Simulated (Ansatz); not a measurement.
in.yaml

```yaml
crystal:
  periodic: [false, false, false]
  atoms:
    - {symbol: P, position_ang: [0.000000, 0.880970, 1.404938]}
    - {symbol: Ge, position_ang: [0.000000, 0.123028, -0.920077]}
    - {symbol: Si, position_ang: [0.000000, -1.289765, 0.830256]}
basis:
  gaussian: {orbitals: cc-pVDZ}
magnetization: {spin_polarized: false, initial_magnetization: 5}
correlation: {method: bccd_t, electrons: outside_noble_gas}
```

```sh
$ ansatz run in.yaml --threads 1 --pin off --events-out ev --progress --plain --max-ram 2393MiB
```

Log:

```
706 factors; integrals over basis functions are off by at most 8.9e-4 eV
mean field evaluation 1: about -73601.1639 eV, gradient 6.9e0 eV
mean field evaluation 2: about -73601.3208 eV, gradient 7.0e0 eV
mean field evaluation 4: about -73601.8920 eV, gradient 1.4e0 eV
mean field evaluation 8: about -73601.9555 eV, gradient 4.0e-1 eV
mean field evaluation 16: about -73601.9677 eV, gradient 3.0e-2 eV
mean field evaluation 32: about -73602.7908 eV, gradient 8.3e-4 eV
mean field evaluation 64: about -73601.9677 eV, gradient 3.0e-4 eV
mean field evaluation 96: about -73601.9677 eV, gradient 8.4e-4 eV
mean field evaluation 128: about -73602.7716 eV, gradient 6.5e-1 eV
mean field evaluation 160: about -73602.7866 eV, gradient 3.4e-1 eV
...
cycle   3  -6.90660311 eV  change    1.3e-3 eV  update   2.1e-3
cycle   4  -6.90551679 eV  change    1.1e-3 eV  update   1.6e-3
cycle   5  -6.90655712 eV  change   -1.0e-3 eV  update   1.1e-3
cycle   6  -6.90672842 eV  change   -1.7e-4 eV  update   5.9e-4
cycle   7  -6.90675900 eV  change   -3.1e-5 eV  update   3.6e-4
cycle   8  -6.90676632 eV  change   -7.3e-6 eV  update   2.4e-4
cycle   9  -6.90665942 eV  change    1.1e-4 eV  update   1.4e-4
cycle  10  -6.90664494 eV  change    1.4e-5 eV  update   7.3e-5
cycle  11  -6.90664583 eV  change   -8.9e-7 eV  update   2.8e-5
cycle  12  -6.90664088 eV  change    5.0e-6 eV  update   1.4e-5
perturbative correction -0.32736290 eV, -0.0120303646 hartree
Total energy: -73610.02481802 eV, -2705.1185173952 hartree
```

Ran on 1 thread of AMD EPYC, shared host: 1.9 min wall, 0.18 GiB peak host memory.
